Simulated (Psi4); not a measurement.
# MP3/def2-TZVPPD run of BCl (SMILES [B]Cl), part 2 of 2

Psi4 1.11. Earlier steps stand in the parts before.

**3. The doublet cation**

File bcl.json:

```json
{
  "schema_name": "qcschema_input",
  "schema_version": 1,
  "molecule": {
    "schema_name": "qcschema_molecule",
    "schema_version": 2,
    "symbols": ["B", "Cl"],
    "geometry": [0.0, 0.0, -0.13163832, 0.0, 0.0, 3.1146277],
    "molecular_charge": 1,
    "molecular_multiplicity": 2,
    "fix_symmetry": "c1",
    "fix_com": true,
    "fix_orientation": true
  },
  "driver": "energy",
  "model": {
    "method": "mp3",
    "basis": "def2-TZVPPD"
  },
  "keywords": {
    "reference": "uhf",
    "puream": true,
    "e_convergence": 1e-09,
    "d_convergence": 1e-08,
    "scf_type": "pk",
    "num_frozen_docc": 6,
    "maxiter": 100,
    "mp_type": "conv"
  }
}
```

Command:

```bash
$ psi4 --qcschema bcl.json -n 1 --memory 1600MB
```

stdout:

```text
Psi4 1.11 release

   => Loading Basis Set <=

    Name: DEF2-TZVPPD
    Role: ORBITAL
    Keyword: BASIS

         ---------------------------------------------------------
                                   SCF
                              UHF Reference
                        1 Threads,   1525 MiB Core
         ---------------------------------------------------------

  ==> Geometry <==

    Molecular point group: c1
    Full point group: C_inf_v

    Geometry (in Bohr), charge = 1, multiplicity = 2:

       Center              X                  Y                   Z               Mass
    ------------   -----------------  -----------------  -----------------  -----------------
         B            0.000000000000     0.000000000000    -0.131638320000    11.009305360000
         CL           0.000000000000     0.000000000000     3.114627700000    34.968852682000

  Running in c1 symmetry.

  Rotational constants: A = ************  B =      0.17736  C =      0.17736 [cm^-1]
  Rotational constants: A = ************  B =   5317.12777  C =   5317.12777 [MHz]
  Nuclear repulsion =   26.183929313346905

  Charge       = 1
  Multiplicity = 2
  Electrons    = 21
  Nalpha       = 11
  Nbeta        = 10

  ==> Algorithm <==

  SCF Algorithm Type is PK.
  DIIS enabled.
  MOM disabled.
  Fractional occupation disabled.
  Guess Type is SAD.
  Energy threshold   = 1.00e-09
  Density threshold  = 1.00e-08
  Integral threshold = 1.00e-12

  ==> Primary Basis <==

  Basis Set: DEF2-TZVPPD
    Blend: DEF2-TZVPPD
    Number of shells: 30
    Number of basis functions: 88
    Number of Cartesian functions: 101
    Spherical Harmonics?: true
    Max angular momentum: 3

  ==> Integral Setup <==

  Using in-core PK algorithm.
   Calculation information:
      Number of atoms:                   2
      Number of AO shells:              30
      Number of primitives:             52
      Number of atomic orbitals:       101
      Number of basis functions:        88

      Integral cutoff                 1.00e-12
      Number of threads:                 1

  Performing in-core PK
  Using 15338972 doubles for integral storage.
  We computed 106438 shell quartets total.
  Whereas there are 108345 unique shell quartets.

  ==> DiskJK: Disk-Based J/K Matrices <==

    J tasked:                  Yes
    K tasked:                  Yes
    wK tasked:                  No
    Memory [MiB]:             1144
    Schwarz Cutoff:          1E-12

  Minimum eigenvalue in the overlap matrix is 5.1214596796E-04.
  Reciprocal condition number of the overlap matrix is 9.7709988776E-05.
    Using symmetric orthogonalization.

  ==> Pre-Iterations <==

  SCF Guess: Superposition of Atomic Densities via on-the-fly atomic UHF (no occupation information).

   -------------------------
    Irrep   Nso     Nmo
   -------------------------
     A         88      88
   -------------------------
    Total      88      88
   -------------------------

  ==> Iterations <==

                        Total Energy        Delta E     RMS |[F,P]|

   @UHF iter SAD:  -483.63896262723114   -4.83639e+02   0.00000e+00
   @UHF iter   1:  -483.75416013958403   -1.15198e-01   3.00088e-03 ADIIS/DIIS
   @UHF iter   2:  -483.80519973677235   -5.10396e-02   1.54440e-03 ADIIS/DIIS
   @UHF iter   3:  -483.81617053605032   -1.09708e-02   4.63575e-04 ADIIS/DIIS
   @UHF iter   4:  -483.81775607018994   -1.58553e-03   1.46796e-04 ADIIS/DIIS
   @UHF iter   5:  -483.81802780876058   -2.71739e-04   4.39908e-05 DIIS
   @UHF iter   6:  -483.81805443350146   -2.66247e-05   2.03504e-05 DIIS
   @UHF iter   7:  -483.81806210616497   -7.67266e-06   9.55788e-06 DIIS
   @UHF iter   8:  -483.81806470442052   -2.59826e-06   4.45432e-06 DIIS
   @UHF iter   9:  -483.81806542297102   -7.18550e-07   1.90751e-06 DIIS
   @UHF iter  10:  -483.81806556475863   -1.41788e-07   4.68316e-07 DIIS
   @UHF iter  11:  -483.81806556991671   -5.15809e-09   1.90548e-07 DIIS
   @UHF iter  12:  -483.81806557064971   -7.32996e-10   6.96607e-08 DIIS
   @UHF iter  13:  -483.81806557073901   -8.93010e-11   2.03694e-08 DIIS
   @UHF iter  14:  -483.81806557074640   -7.38964e-12   3.31247e-09 DIIS
  Energy and wave function converged.

  ==> Post-Iterations <==

   @Spin Contamination Metric:   1.036293584E-02
   @S^2 Expected:                7.500000000E-01
   @S^2 Observed:                7.603629358E-01
   @S   Expected:                5.000000000E-01
   @S   Observed:                5.000000000E-01

    Orbital Energies [Eh]
    ---------------------

    Alpha Occupied:

       1A   -105.171037     2A    -10.895416     3A     -8.364594
       4A     -8.359198     5A     -8.359198     6A     -8.126465
       7A     -1.431245     8A     -0.964556     9A     -0.804560
      10A     -0.779939    11A     -0.779939

    Alpha Virtual:

      12A     -0.244119    13A     -0.244119    14A     -0.105103
      15A     -0.076276    16A     -0.060045    17A     -0.060045
      18A     -0.033281    19A     -0.009950    20A     -0.009950
      21A      0.008439    22A      0.026919    23A      0.026919
      24A      0.076988    25A      0.096393    26A      0.097849
      27A      0.097849    28A      0.122135    29A      0.122135
      30A      0.134175    31A      0.152040    32A      0.152040
      33A      0.288978    34A      0.367425    35A      0.367425
      36A      0.406336    37A      0.406336    38A      0.430623
      39A      0.521877    40A      0.521877    41A      0.561484
      42A      0.561484    43A      0.626984    44A      0.650434
      45A      0.650434    46A      0.738009    47A      0.767732
      48A      0.877572    49A      0.877572    50A      1.061456
      51A      1.229030    52A      1.538736    53A      1.538736
      54A      1.564621    55A      1.564621    56A      1.676194
      57A      1.676194    58A      1.760746    59A      1.760746
      60A      1.792620    61A      1.883587    62A      1.883587
      63A      1.960001    64A      1.960001    65A      1.991519
      66A      2.027997    67A      2.027997    68A      2.121308
      69A      2.121308    70A      2.341075    71A      2.341075
      72A      2.406621    73A      2.406621    74A      2.476996
      75A      2.619531    76A      2.958162    77A      2.958162
      78A      3.400757    79A      8.426316    80A      8.426316
      81A      8.463396    82A      8.463396    83A      8.575975
      84A     11.304291    85A     11.304291    86A     11.659228
      87A     14.146345    88A     25.806668

    Beta Occupied:

       1A   -105.170512     2A    -10.894935     3A     -8.360993
       4A     -8.360993     5A     -8.358110     6A     -8.091846
       7A     -1.420810     8A     -0.920159     9A     -0.784552
      10A     -0.784552

    Beta Virtual:

      11A     -0.289749    12A     -0.188211    13A     -0.188211
      14A     -0.090623    15A     -0.070981    16A     -0.058346
      17A     -0.058346    18A     -0.026108    19A     -0.007633
      20A     -0.007633    21A      0.030460    22A      0.030460
      23A      0.030869    24A      0.092629    25A      0.106415
      26A      0.106415    27A      0.115622    28A      0.120908
      29A      0.120908    30A      0.159778    31A      0.166730
      32A      0.166730    33A      0.295740    34A      0.382727
      35A      0.382727    36A      0.425331    37A      0.425331
      38A      0.457728    39A      0.523505    40A      0.523505
      41A      0.559354    42A      0.559354    43A      0.632855
      44A      0.665645    45A      0.665645    46A      0.770188
      47A      0.825502    48A      0.896934    49A      0.896934
      50A      1.072853    51A      1.238141    52A      1.556483
      53A      1.556483    54A      1.581916    55A      1.581916
      56A      1.697578    57A      1.697578    58A      1.791999
      59A      1.791999    60A      1.840073    61A      1.919229
      62A      1.919229    63A      1.958324    64A      1.958324
      65A      2.011225    66A      2.046205    67A      2.046205
      68A      2.117425    69A      2.117425    70A      2.346756
      71A      2.346756    72A      2.405362    73A      2.405362
      74A      2.486549    75A      2.637914    76A      2.966310
      77A      2.966310    78A      3.410540    79A      8.425355
      80A      8.425355    81A      8.464557    82A      8.464557
      83A      8.577795    84A     11.302619    85A     11.302619
      86A     11.664906    87A     14.181492    88A     25.807357

    Final Occupation by Irrep:
              A
    DOCC [    10 ]
    SOCC [     1 ]
    NA   [    11 ]
    NB   [    10 ]

  @UHF Final Energy:  -483.81806557074640

   => Energetics <=

    Nuclear Repulsion Energy =             26.1839293133469049
    One-Electron Energy =                -712.8203826066724105
    Two-Electron Energy =                 202.8183877225791321
    Total Energy =                       -483.8180655707463984

  UHF NO Occupations:
  HONO-2 :    9  A 1.9980283
  HONO-1 :   10  A 1.9980283
  HONO-0 :   11  A 1.0000000
  LUNO+0 :   12  A 0.0019717
  LUNO+1 :   13  A 0.0019717
  LUNO+2 :   14  A 0.0011431
  LUNO+3 :   15  A 0.0000986

Computation Completed

Properties will be evaluated at   0.000000,   0.000000,   0.000000 [a0]

Properties computed using the SCF density matrix

 Multipole Moments:

 ------------------------------------------------------------------------------------
     Multipole            Electronic (a.u.)      Nuclear  (a.u.)        Total (a.u.)
 ------------------------------------------------------------------------------------

 L = 1.  Multiply by 2.5417464519 to convert [e a0] to [Debye]
 Dipole X            :         -0.0000000            0.0000000           -0.0000000
 Dipole Y            :         -0.0000000            0.0000000           -0.0000000
 Dipole Z            :        -51.5201113           52.2904793            0.7703680
 Magnitude           :                                                    0.7703680

 ------------------------------------------------------------------------------------

	total time  =          2 seconds =       0.03 minutes
 MINTS: Wrapper to libmints.

   Calculation information:
      Number of threads:                 1
      Number of atoms:                   2
      Number of AO shells:              30
      Number of SO shells:              30
      Number of primitives:             52
      Number of atomic orbitals:       101
      Number of basis functions:        88

      Number of irreps:                  1
      Integral cutoff                 1.00e-12
      Number of functions per irrep: [  88 ]

 OEINTS: Overlap, kinetic, potential, dipole, and quadrupole integrals
         stored in file 35.

      Computing two-electron integrals...done
      Computed 1538525 non-zero two-electron integrals.
        Stored in file 33.

  Module OCC Options:
  ----------------------------------------------------------------------------
  ACTIVE                        => (empty)
  BASIS_RELATIVISTIC            => (empty)
  BENCH                         => (empty)
  CACHELEVEL                    => (empty)
  CCL_ENERGY                    => (empty)
  CC_MAXITER                    => (empty)
  CC_TYPE                       => (empty)
  CEPA_OS_SCALE                 => (empty)
  CEPA_SOS_SCALE                => (empty)
  CEPA_SS_SCALE                 => (empty)
  CEPA_TYPE                     => (empty)
  CI_TYPE                       => (empty)
  CUBEPROP_BASIS_FUNCTIONS      => (empty)
  CUBEPROP_FILEPATH             => (empty)
  CUBEPROP_ISOCONTOUR_THRESHOLD => (empty)
  CUBEPROP_ORBITALS             => (empty)
  CUBEPROP_TASKS                => (empty)
  CUBIC_BASIS_TOLERANCE         => (empty)
  CUBIC_BLOCK_MAX_POINTS        => (empty)
  CUBIC_GRID_OVERAGE            => (empty)
  CUBIC_GRID_SPACING            => (empty)
  CUTOFF                        => (empty)
  DDX                           => (empty)
  DEBUG                         => (empty)
  DERTYPE                       => (empty)
  DF_BASIS_CC                   => (empty)
  DIE_IF_NOT_CONVERGED          => (empty)
  DIIS_MAX_VECS                 => (empty)
  DIIS_MIN_VECS                 => (empty)
  DKH_ORDER                     => (empty)
  DOCC                          => (empty)
  DO_DIIS                       => (empty)
  DO_LEVEL_SHIFT                => (empty)
  DO_SCS                        => (empty)
  DO_SOS                        => (empty)
  E3_SCALE                      => (empty)
  EA_POLES                      => (empty)
  EKT_EA                        => (empty)
  EKT_IP                        => (empty)
  EP_EA_POLES                   => (empty)
  EP_IP_POLES                   => (empty)
  EP_MAXITER                    => (empty)
  EXTERNAL_POTENTIAL_SYMMETRY   => (empty)
  E_CONVERGENCE                 => 1e-09           !
  FREEZE_CORE                   => (empty)
  FREEZE_CORE_POLICY            => (empty)
  FROZEN_DOCC                   => (empty)
  FROZEN_UOCC                   => (empty)
  INTEGRAL_PACKAGE              => (empty)
  IP_POLES                      => (empty)
  LEVEL_SHIFT                   => (empty)
  LITERAL_CFOUR                 => (empty)
  LS_THC_BASIS_TOLERANCE        => (empty)
  LS_THC_DF                     => (empty)
  LS_THC_PRUNING_SCHEME         => (empty)
  LS_THC_RADIAL_POINTS          => (empty)
  LS_THC_SPHERICAL_POINTS       => (empty)
  LS_THC_S_EPSILON              => (empty)
  LS_THC_WEIGHTS_TOLERANCE      => (empty)
  MAT_NUM_COLUMN_PRINT          => (empty)
  MAX_MOGRAD_CONVERGENCE        => (empty)
  MAX_RADIAL_MOMENT             => (empty)
  MBIS_D_CONVERGENCE            => (empty)
  MBIS_MAXITER                  => (empty)
  MBIS_PRUNING_SCHEME           => (empty)
  MBIS_RADIAL_POINTS            => (empty)
  MBIS_SPHERICAL_POINTS         => (empty)
  MOGRAD_DAMPING                => (empty)
  MOLDEN_WITH_VIRTUAL           => (empty)
  MO_MAXITER                    => (empty)
  MO_READ                       => (empty)
  MO_STEP_MAX                   => (empty)
  MO_WRITE                      => (empty)
  MP2_OS_SCALE                  => (empty)
  MP2_SOS_SCALE                 => (empty)
  MP2_SOS_SCALE2                => (empty)
  MP2_SS_SCALE                  => (empty)
  MP2_TYPE                      => (empty)
  MP_TYPE                       => CONV            !
  NAT_ORBS                      => (empty)
  NUM_FROZEN_DOCC               => 6               !
  NUM_FROZEN_UOCC               => (empty)
  NUM_GPUS                      => (empty)
  OCC_ORBS_PRINT                => (empty)
  OEPROP                        => (empty)
  OPT_METHOD                    => (empty)
  ORBITAL_OPTIMIZER_PACKAGE     => (empty)
  ORB_OPT                       => FALSE           !
  ORB_RESP_SOLVER               => (empty)
  ORTH_TYPE                     => (empty)
  OS_SCALE                      => (empty)
  PARENT_SYMMETRY               => (empty)
  PCG_BETA_TYPE                 => (empty)
  PCG_CONVERGENCE               => (empty)
  PCG_MAXITER                   => (empty)
  PCM                           => (empty)
  PE                            => (empty)
  PRINT                         => (empty)
  PRINT_NOONS                   => (empty)
  PROPERTIES                    => (empty)
  PROPERTIES_ORIGIN             => (empty)
  PUREAM                        => TRUE            !
  QC_MODULE                     => (empty)
  RAS1                          => (empty)
  RAS2                          => (empty)
  RAS3                          => (empty)
  RAS4                          => (empty)
  RELATIVISTIC                  => (empty)
  RELAXED                       => (empty)
  REMP_A                        => (empty)
  RESTRICTED_DOCC               => (empty)
  RESTRICTED_UOCC               => (empty)
  RMS_MOGRAD_CONVERGENCE        => (empty)
  R_CONVERGENCE                 => (empty)
  SCF_TYPE                      => PK              !
  SCREENING                     => (empty)
  SCS_TYPE                      => (empty)
  SOCC                          => (empty)
  SOS_TYPE                      => (empty)
  SPIN_SCALE_TYPE               => NONE            !
  SS_SCALE                      => (empty)
  SYMMETRIZE                    => (empty)
  TPDM_ABCD_TYPE                => (empty)
  WFN                           => (empty)
  WFN_TYPE                      => OMP3            !
  WRITER_FILE_LABEL             => (empty)
  ZORA_BASIS_TOLERANCE          => (empty)
  ZORA_NR_DEBUG                 => (empty)
  ZORA_PRUNING_SCHEME           => (empty)
  ZORA_RADIAL_POINTS            => (empty)
  ZORA_SPHERICAL_POINTS         => (empty)

 ==============================================================================
 ==============================================================================
 ==============================================================================

                             MP3

 ==============================================================================
 ==============================================================================
 ==============================================================================

	MO spaces per irreps...

	IRREP   FC   AOCC  BOCC  AVIR    BVIR  FV
	==========================================
	   A     6     5     4    77     78     0
	==========================================

	Computing MP2 energy using SCF MOs (Canonical MP2)...
	==============================================================================
	Nuclear Repulsion Energy (a.u.)    :    26.18392931334690
	SCF Energy (a.u.)                  :  -483.81806557074640
	REF Energy (a.u.)                  :  -483.81806557074640
	Alpha-Alpha Contribution (a.u.)    :    -0.03183082114735
	Alpha-Beta Contribution (a.u.)     :    -0.17178775025204
	Beta-Beta Contribution (a.u.)      :    -0.02623125775790
	Scaled_SS Correlation Energy (a.u.):    -0.01935402630175
	Scaled_OS Correlation Energy (a.u.):    -0.20614530030244
	SCS-MP2 Total Energy (a.u.)        :  -484.04356489735062
	SOS-MP2 Total Energy (a.u.)        :  -484.04138964607404
	SCSN-MP2 Total Energy (a.u.)       :  -483.92025482961964
	SCS-MP2-VDW Total Energy (a.u.)    :  -484.06698493052158
	SOS-PI-MP2 Total Energy (a.u.)     :  -484.05856842109927
	MP2 Correlation Energy (a.u.)      :    -0.22984982915728
	MP2 Total Energy (a.u.)            :  -484.04791539990367
	==============================================================================

	Computing MP3 energy using SCF MOs (Canonical MP3)...
	==============================================================================
	Nuclear Repulsion Energy (a.u.)    :    26.18392931334690
	SCF Energy (a.u.)                  :  -483.81806557074640
	REF Energy (a.u.)                  :  -483.81806557074640
	Alpha-Alpha Contribution (a.u.)    :    -0.03187272868461
	Alpha-Beta Contribution (a.u.)     :    -0.19083612904632
	Beta-Beta Contribution (a.u.)      :    -0.02573045276389
	MP2.5 Correlation Energy (a.u.)    :    -0.23914456982604
	MP2.5 Total Energy (a.u.)          :  -484.05721014057247
	SCS-MP3 Total Energy (a.u.)        :  -484.04821226768502
	3rd Order Energy (a.u.)            :    -0.01858948133753
	MP3 Correlation Energy (a.u.)      :    -0.24843931049483
	MP3 Total Energy (a.u.)            :  -484.06650488124120
	==============================================================================

	total time  =         10 seconds =       0.17 minutes

    Psi4 run time: 0:00:13.11
```

The result, in JSON:

```text
{
 "driver": "energy",
 "model": {
  "method": "mp3",
  "basis": "def2-TZVPPD"
 },
 "success": true,
 "return_result": -484.0665048812412,
 "properties": {
  "calcinfo_nbasis": 88,
  "calcinfo_nmo": 88,
  "calcinfo_nalpha": 11,
  "calcinfo_nbeta": 10,
  "calcinfo_natom": 2,
  "nuclear_repulsion_energy": 26.183929313346905,
  "return_energy": -484.0665048812412,
  "scf_one_electron_energy": -712.8203826066724,
  "scf_two_electron_energy": 202.81838772257913,
  "scf_dipole_moment": [-1.3642724356299467e-11, -1.6949235344345324e-10, 0.7703679709365971],
  "scf_total_energy": -483.8180655707464,
  "scf_iterations": 14,
  "mp2_same_spin_correlation_energy": -0.05806207890524641,
  "mp2_opposite_spin_correlation_energy": -0.17178775025203513,
  "mp2_singles_energy": 0.0,
  "mp2_doubles_energy": -0.22984982915728153,
  "mp2_correlation_energy": -0.22984982915727414,
  "mp2_total_energy": -484.0479153999037
 }
}
```

Run time: 14 s. Hardware: 1 thread of Intel Xeon Platinum 8259CL at 2.50GHz (Skylake/Cascade Lake), shared host; peak memory 0.78 GiB.

**4. Results**

The summary covers parts 1 to 2.

At MP3/def2-TZVPPD, 6 core orbitals frozen:

| quantity | value |
| --- | --- |
| singlet BCl: total energy | -484.43600 Eh |
| singlet BCl: HOMO energy (Hartree–Fock orbitals) | -10.35 eV |
| singlet BCl: LUMO energy (Hartree–Fock orbitals) | 1.36 eV |
| singlet BCl: HOMO–LUMO gap (Hartree–Fock orbitals) | 11.71 eV |
| singlet BCl: correlation energy (6 core orbitals frozen) | -287.2 mEh |
| doublet cation: total energy | -484.06650 Eh |
| doublet cation: HOMO energy (Hartree–Fock orbitals) (highest over α and β) | -21.22 eV |
| doublet cation: LUMO energy (Hartree–Fock orbitals) (lowest over α and β) | -7.88 eV |
| doublet cation: correlation energy (6 core orbitals frozen) | -248.4 mEh |
| doublet cation: ⟨S²⟩ of the reference determinant | 0.760 |
| vertical ionisation energy (to the doublet cation) | 10.055 eV |

The vertical ionisation energy comes to 10.05 eV (232 kcal/mol).
